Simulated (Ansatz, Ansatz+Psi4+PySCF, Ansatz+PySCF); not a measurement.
```yaml
atoms:
  - { symbol: C, position_ang: [0.0000, -0.1839, -1.2268] }
  - { symbol: N, position_ang: [0.0000, 0.4754, -0.0207] }
  - { symbol: C, position_ang: [0.0000, -0.1522, 1.2078] }
  - { symbol: H, position_ang: [0.0000, 0.3986, -2.1323] }
  - { symbol: H, position_ang: [0.0000, -1.2598, -1.2041] }
  - { symbol: H, position_ang: [0.0000, 1.4852, -0.0189] }
  - { symbol: H, position_ang: [0.0000, 0.5720, 2.0408] }
  - { symbol: O, position_ang: [0.0000, -1.3353, 1.3541] }
```

Basis set: cc-pVTZ (spherical functions). Frozen core: 4 orbitals. Correlation on ROHF uses semicanonical orbitals with singles. Charge 0, multiplicity 2.

Computed with Ansatz (development build ahead of 0.2.0); each method stands on the lowest determinant of its kind that the runs found.

**Question.** Give the atomization energy at this shape (free ground-state atoms in the same class of orbitals less the molecule, no zero-point energy) of doublet C₂H₄NO by ROHF-MP2, UHF-MP2.

**Answer.**

| method | atomization energy |
| --- | --- |
| ROHF-MP2 | 32.43 eV |
| UHF-MP2 | 32.38 eV |
